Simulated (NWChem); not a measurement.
## Atomisation of methanethiol (CH4S)

```xyz
6

C      1.0546     0.4794     0.0000
S     -0.5765    -0.3455     0.0000
H      1.2086     1.0963     0.9067
H      1.8077    -0.3318     0.0000
H      1.2086     1.0963    -0.9067
H     -1.3282     0.7906     0.0000
```
Charge 0, spin multiplicity 1.

The numbers come from NWChem runs, not from measurements. All single points use one geometry, from PBE/def2-SVP, a minimum by its harmonic frequencies.

Basis set: def2-TZVP. The atomisation energy is electronic alone: no zero-point, thermal, spin-orbit or counterpoise terms. No value is extrapolated to the basis-set limit. Free atoms are single determinants with multiplicities C 3, S 3, H 2.

The stability of the SCF solutions was not checked. Open-shell Hartree-Fock references start from PBE0 orbitals.

**Question.** One of these methods gave an atomisation energy of 348.2 kcal/mol. Which?
A. BLYP
B. PBE0
C. LDA (SVWN5)
D. HF

**Answer.** D, HF. The others give 535.1 (LDA (SVWN5)), 471.7 (PBE0), 466.8 (BLYP).
